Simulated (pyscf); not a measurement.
Structures and frequencies: ωB97X-D3(BJ)/def2-SVP in PySCF.

Task: What are the homolytic bond dissociation enthalpies (298 K) of `[OH][Si]([OH])([Cl])[Cl]` at ωB97M-D3(BJ)/def2-TZVP, weakest first?

Result: Cl–Si to HO–Si•(OH)–Cl + Cl•: 5.08 eV; O–Si to OH• + HO–Si•(Cl)–Cl: 5.75 eV; H–O to •O–Si(OH)(Cl)–Cl + H•: 6.95 eV. Ring and multiple bonds, and those that leave no two simple radicals, are not listed. Other isomers of HO–Si•(Cl)–Cl, •O–Si(OH)(Cl)–Cl, HO–Si•(OH)–Cl were not searched in full and may lie lower. Left out: the spin-orbit lowering of Cl, OH.
